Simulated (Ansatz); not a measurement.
Ansatz (a program for electronic structure) input (CCSD(T)/cc-pV(Q+d)Z): A basis named .json is the Basis Set Exchange file of that set (core-valence sets with the plain set on hydrogen).

Ansatz 0.2 input:
```yaml
crystal:
  periodic: [false, false, false]
  atoms:
    - {symbol: Cl, position_ang: [0.00000000, 0.00000000, 0.00000000]}
basis:
  gaussian:
    orbitals: cc-pV_Q+d_Z.json
total_charge: -1
magnetization: {spin_polarized: false}
correlation: {method: ccsd_t, electrons: outside_noble_gas}
scf: {lower_state_search: full}
```

Output:

```
Functional definition: HF
integrals: 0.03 GiB planned
387 factors; integrals over basis functions are off by at most 1.4e-4 eV
mean field: 0.09 GiB planned
mean field evaluation 1: about -12505.3861 eV, gradient 1.1e1 eV
mean field evaluation 2: about -12505.3823 eV, gradient 1.1e1 eV
mean field evaluation 4: about -12505.6126 eV, gradient 2.1e-1 eV
mean field evaluation 8: about -12505.6125 eV, gradient 4.4e-4 eV
mean field -12505.61248700 eV, -459.5727822885 hartree, gradient 9.7e-6 eV, S^2 0.000000; 0 other end points of the search recorded, 0 dependent functions left out
5 core orbitals not correlated
reference -12505.61248700 eV, -459.5727822885 hartree; 4, 4 occupied and 55, 55 virtual orbitals, 387 factors
second order -6.03781718 eV of doubles, -0.00000000 eV of singles
coupled cluster: 0.10 GiB planned
cycle   1  -6.34652393 eV  change   -3.1e-1 eV  update   3.4e-2
cycle   2  -6.45903117 eV  change   -1.1e-1 eV  update   8.7e-3
cycle   3  -6.46209302 eV  change   -3.1e-3 eV  update   1.6e-3
cycle   4  -6.46225581 eV  change   -1.6e-4 eV  update   3.6e-4
cycle   5  -6.46219220 eV  change    6.4e-5 eV  update   4.5e-5
cycle   6  -6.46220565 eV  change   -1.3e-5 eV  update   9.0e-6
cycle   7  -6.46220686 eV  change   -1.2e-6 eV  update   2.4e-6
perturbative correction -0.27508746 eV, -0.0101092777 hartree
Total energy: -12512.34978131 eV, -459.8203732879 hartree
```
